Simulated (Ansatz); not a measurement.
# C3H6 (built from SMILES C[C]C): functionals against CCSD(T) at one geometry

Aim: energy, forces and dipole at a displaced guess of a reacting structure, from CCSD(T) and from density functionals.

The runs use Ansatz 0.2.0, Gaussian basis; single points in def2-TZVPP.

Correlated methods freeze the cores. B3LYP uses VWN-RPA correlation.

## (1) Starting geometry

9 atoms, charge 0, spin multiplicity 1.

Atoms are counted from 1 here; the program's logs count them from 0.

Bond lengths: H1–C2 1.279 Å, H1–C3 1.324 Å, C2–C3 1.427 Å, C2–H5 1.091 Å, C2–H6 1.091 Å, C3–C4 1.507 Å, C4–H7 1.078 Å, C4–H8 1.070 Å, C4–H9 1.128 Å. Angles: C2–H1–C3 66.5°, H1–C2–C3 58.3°, H1–C2–H5 120.5°, H1–C2–H6 103.2°, C3–C2–H5 124.7°, C3–C2–H6 118.4°, H5–C2–H6 115.2°, H1–C3–C2 55.2°, H1–C3–C4 111.6°, C2–C3–C4 114.4°, C3–C4–H7 114.9°, C3–C4–H8 109.4°, C3–C4–H9 105.8°, H7–C4–H8 113.1°, H7–C4–H9 106.4°, H8–C4–H9 106.6°.

Coordinates:

```xyz
9

H    -0.80760    0.51680   -1.01140
C     0.46960    0.54880   -1.06430
C    -0.23060   -0.55510   -0.49090
C    -0.29030   -0.54160    1.01520
H     1.02940    1.29180   -0.49520
H     0.67500    0.53290   -2.13530
H     0.13300    0.33490    1.47740
H    -1.29200   -0.74140    1.33300
H     0.33670   -1.41560    1.35470
```

## (2) CCSD(T)/def2-TZVPP

Input file run/in.yaml:

```yaml
crystal:
  periodic: [false, false, false]
  atoms:
    - {symbol: H, position_ang: [-0.807600, 0.516800, -1.011400]}
    - {symbol: C, position_ang: [0.469600, 0.548800, -1.064300]}
    - {symbol: C, position_ang: [-0.230600, -0.555100, -0.490900]}
    - {symbol: C, position_ang: [-0.290300, -0.541600, 1.015200]}
    - {symbol: H, position_ang: [1.029400, 1.291800, -0.495200]}
    - {symbol: H, position_ang: [0.675000, 0.532900, -2.135300]}
    - {symbol: H, position_ang: [0.133000, 0.334900, 1.477400]}
    - {symbol: H, position_ang: [-1.292000, -0.741400, 1.333000]}
    - {symbol: H, position_ang: [0.336700, -1.415600, 1.354700]}
basis:
  gaussian: {orbitals: def2-TZVPP}
correlation: {method: ccsd_t}
output: {forces: true}
```

The command line of these runs was not kept.

## (3) PBE0-D4/def2-TZVPP

Edit run/in.yaml of step 2 so:

```diff
@@ -14,3 +14,3 @@
   gaussian: {orbitals: def2-TZVPP}
-correlation: {method: ccsd_t}
-output: {forces: true}
+hamiltonian: {xc: pbe0, dispersion: d4}
+output: {forces: true, orbitals: {seedname: orbitals}}
```

## (4) wB97M-V/def2-TZVPP

Edit run/in.yaml of step 3 so:

```diff
@@ -14,3 +14,3 @@
   gaussian: {orbitals: def2-TZVPP}
-hamiltonian: {xc: pbe0, dispersion: d4}
-output: {forces: true, orbitals: {seedname: orbitals}}
+hamiltonian: {xc: {name: wB97M-V}}
+output: {forces: true}
```

## (5) r2SCAN-D4/def2-TZVPP

Edit run/in.yaml of step 4 so:

```diff
@@ -14,3 +14,3 @@
   gaussian: {orbitals: def2-TZVPP}
-hamiltonian: {xc: {name: wB97M-V}}
+hamiltonian: {xc: r2scan, dispersion: d4}
 output: {forces: true}
```

## (6) PBE-D4/def2-TZVPP

Edit run/in.yaml of step 5 so:

```diff
@@ -14,3 +14,3 @@
   gaussian: {orbitals: def2-TZVPP}
-hamiltonian: {xc: r2scan, dispersion: d4}
+hamiltonian: {xc: pbe, dispersion: d4}
 output: {forces: true}
```

## (7) r2SCAN0-D4/def2-TZVPP

Edit run/in.yaml of step 6 so:

```diff
@@ -14,3 +14,3 @@
   gaussian: {orbitals: def2-TZVPP}
-hamiltonian: {xc: pbe, dispersion: d4}
+hamiltonian: {xc: {name: r2SCAN0}, dispersion: d4}
 output: {forces: true}
```

## (8) B3LYP-D4/def2-TZVPP

Edit run/in.yaml of step 7 so:

```diff
@@ -14,3 +14,3 @@
   gaussian: {orbitals: def2-TZVPP}
-hamiltonian: {xc: {name: r2SCAN0}, dispersion: d4}
+hamiltonian: {xc: {name: B3LYP}, dispersion: d4}
 output: {forces: true}
```

(Steps that only read results are left out.)

What does the calculation give? Wanted: energy less free atoms, CCSD(T)/def2-TZVPP; RMS force component; RMS force error; HOMO and LUMO, PBE0-D4; T1 diagnostic.

The runs gave:

| quantity | value |
| --- | --- |
| energy less free atoms, CCSD(T)/def2-TZVPP | -3194.3 kJ/mol |
| RMS force component | 0.517 to 0.633 eV/Å over the methods |
| RMS force error | PBE0-D4 0.187, wB97M-V 0.145, r2SCAN-D4 0.147, PBE-D4 0.192, r2SCAN0-D4 0.206, B3LYP-D4 0.149 eV/Å |
| HOMO and LUMO, PBE0-D4 | -5.83 and -0.78 eV |
| T1 diagnostic | 0.015 |

Against CCSD(T) the functionals' energies less atoms differ by -157.6 to -50.0 kJ/mol, PBE-D4 by -157.6 kJ/mol. The reference is not at the basis limit: in triple zeta CCSD(T) underbinds, which counts against methods that bind more; the gaps are no ranking. On forces the order runs from wB97M-V to r2SCAN0-D4. Frozen-core CCSD(T) forces in triple zeta carry basis errors of their own, and this is one geometry, so small gaps rank nothing.
